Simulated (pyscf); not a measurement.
Four-centre exchange: `[O]1[SiH2][O][SiH2][O][SiH2]1` + `[F][C][F]` [singlet] → `[F][SiH]1[O][SiH2][O][SiH2][O]1` + `[CH][F]` [singlet]

Gas phase, singlet surface, charge 0. Bonds broken: Si1–H7, F13–C14. Bonds formed: Si1–F13, H7–C14. Structures and frequencies: ωB97X-D3(BJ)/def2-SVP in PySCF.

Transition state (Å):

```xyz
15

Si    -0.0810     0.7781    -0.9163
O     -0.6477    -0.7839    -0.7772
Si    -1.5341    -1.5960     0.3780
O     -2.1279    -0.4467     1.4229
Si    -1.9078     1.1961     1.4981
O     -0.8548     1.6116     0.2654
H      1.4238     0.2307    -0.4110
H     -0.2313     1.1262    -2.3299
H     -2.6554    -2.3041    -0.2815
H     -0.6506    -2.5292     1.1175
H     -3.1948     1.8928     1.2695
H     -1.2936     1.5659     2.7932
F      1.3003     2.2186    -0.9073
C      2.3043     1.0867    -0.6697
F      2.6492     0.7962    -1.9235
```

One imaginary mode, 225i cm⁻¹; descent along it reached the two sides named.

```json
[
 {"bond": "Si1–H7", "change": "breaks", "reactant side (Å)": "1.481", "saddle": "1.679", "product side": "3.3"},
 {"bond": "F13–C14", "change": "breaks", "reactant side (Å)": "1.300", "saddle": "1.532", "product side": "2.8"},
 {"bond": "Si1–F13", "change": "forms", "reactant side (Å)": "3.6", "saddle": "1.996", "product side": "1.622"},
 {"bond": "H7–C14", "change": "forms", "reactant side (Å)": "4.5", "saddle": "1.255", "product side": "1.128"}
]
```

Electronic energies relative to the separated reactants (eV):

```tsv
level	barrier	reaction energy	reverse barrier
ωB97X-D3(BJ)/def2-TZVP	1.10	-0.78	1.88
PBE/def2-TZVP	0.76	-0.63	1.39
r²SCAN/def2-TZVP	0.78	-0.74	1.52
B3LYP-D3(BJ)/def2-TZVP	1.02	-0.82	1.84
PBE0-D3(BJ)/def2-TZVP	0.89	-0.72	1.61
M06-2X/def2-TZVP	1.05	-0.89	1.94
ωB97M-D3(BJ)/def2-TZVP	1.10	-0.80	1.90
HF/def2-TZVP	2.08	-0.98	3.05
```

With ωB97M-D3(BJ)/def2-TZVP energies and thermal terms (ideal gas, 1 atm, RRHO with modes under 100 cm⁻¹ raised to 100, one conformer, R ln 2 for chiral ones without a mode under 150 cm⁻¹), in eV:

| T (K) | ΔH‡ | ΔG‡ | ΔH | ΔG |
|---|---|---|---|---|
| 298 | 1.14 | 1.65 | -0.78 | -0.81 |
| 600 | 1.16 | 2.16 | -0.77 | -0.85 |
| 900 | 1.18 | 2.66 | -0.77 | -0.90 |
| 1200 | 1.21 | 3.14 | -0.77 | -0.94 |

This is the saddle that the search found; another between the same sides may lie lower. A restricted singlet here is unstable towards spin polarisation, as is usual where a triplet lies low; its energy is less safe.
